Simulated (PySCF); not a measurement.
# Ionisation energy of Be by level of theory

Be [He] 2s2 (1S) → Be⁺ [He] 2s1 (2S), as a difference of total energies. Computed with PySCF 2.14 in cc-pVDZ (3s2p1d, 14 functions), with the non-relativistic Hamiltonian (point nucleus). Correlated levels: valence: 1s2 frozen. The calculations carry no spin-orbit coupling.

**Question.** Order these methods by the ionisation energy they give, lowest first.
A. PBE
B. SCS-MP2 (valence)
C. UHF
D. PBE0

**Answer.** C (8.079 eV), B (8.915 eV), D (9.016 eV), A (9.043 eV).

Errors of the correlated levels include the incompleteness of this basis and the frozen core.

With two correlated electrons CCSD is exact in that space.

For comparison: 9.323 eV (measured; NIST Atomic Spectra Database, ionization energies).
